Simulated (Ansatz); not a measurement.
# CHBSi+ (doublet): wave-function methods side by side, cc-pVDZ

One table from this session's results is given with a row withheld; the runs are named, their logs left out.

The runs use Ansatz 0.2.0, Gaussian basis; cc-pVDZ, core rule «outside noble gas», up to 7 orbitals frozen.

Plan: UHF; CCSD(T) on ROHF; CCSD(T) on UHF; BCCD(T) on ROHF; CISD; CCSDT(Q) on ROHF; CCSDT(Q) on UHF; CASSCF and MRCISD+Q, 9 electrons in 9 orbitals; CASSCF and NEVPT2, 9 electrons in 9 orbitals.

16 further runs of the same task are left out: 8 that didn't finish, 8 set aside as unsound or not needed.

## The geometry

The geometry is a PBE0/def2-TZVP stationary point (not a proven minimum) of the parent state, kept for this charge and spin.

4 atoms, charge 1, spin multiplicity 2.

Atoms are counted from 1 here; the program's logs count them from 0.

Bond lengths: B1–Si2 1.815 Å, B1–C3 1.407 Å, Si2–C3 1.732 Å, Si2–H4 1.493 Å. Angles: Si2–B1–C3 63.6°, B1–Si2–C3 46.7°, B1–Si2–H4 165.7°, C3–Si2–H4 147.6°, B1–C3–Si2 69.8°.

As a file:

```xyz
4
CHBSi
B     0.0000    0.7156    0.9924
Si    0.0000    0.0255   -0.6858
C     0.0000   -0.6882    0.8920
H     0.0000   -0.1841   -2.1638
```

The first run:

in.yaml

```yaml
crystal:
  periodic: [false, false, false]
  atoms:
    - {symbol: B, position_ang: [0.000000, 0.715616, 0.992391]}
    - {symbol: Si, position_ang: [0.000000, 0.025459, -0.685824]}
    - {symbol: C, position_ang: [0.000000, -0.688224, 0.892036]}
    - {symbol: H, position_ang: [0.000000, -0.184056, -2.163841]}
basis:
  gaussian: {orbitals: cc-pVDZ}
total_charge: 1
magnetization: {spin_polarized: true, initial_magnetization: 1}
hamiltonian: {xc: hf}
output: {orbitals: {seedname: orbitals}}
```

On the command line:

```
$ ansatz run in.yaml --threads 1 --pin off --events-out ev --progress --plain --max-ram 2393MiB
```

Among the steps run: UHF; CCSD(T) on ROHF; CCSD(T) on UHF; BCCD(T) on ROHF; CISD; CCSDT(Q) on ROHF; CCSDT(Q) on UHF; CASSCF and MRCISD+Q, 9 electrons in 9 orbitals; CASSCF and NEVPT2, 9 electrons in 9 orbitals.

One of the session's tables, all rows but one given; the rest of the session is left out.

| method | from RCCSDT(Q) (kJ/mol) |
| --- | --- |
| ROHF | +814.2 |
| UHF | ? |
| RMP2 | +136.3 |
| UMP2 | +147.8 |
| CISD | +141.7 |
| RCCSD | +56.9 |
| UCCSD | +54.0 |
| RCCSD(T) | +8.3 |
| UCCSD(T) | +9.9 |
| BCCD(T) | +7.8 |
| RCCSDT | +4.4 |
| UCCSDT | +3.9 |
| RCCSDT(Q) | 0 |
| UCCSDT(Q) | -0.7 |
| CASSCF frontier | +489.6 |
| NEVPT2 frontier | +125.2 |
| MRCISD frontier | +51.7 |
| MRCISD+Q frontier | +11.1 |

Estimate the missing values for UHF.

As computed: from RCCSDT(Q) (kJ/mol): +771.6. In the column «from RCCSDT(Q) (kJ/mol)» it lies between CASSCF frontier (+489.6) and ROHF (+814.2).

Limits of these values: Warnings: spin contamination; large T1 diagnostic. Restricted and unrestricted rows rest on different reference determinants; where their highest levels disagree by more than a few hundredths of an eV, they describe different states and don't form one ladder.
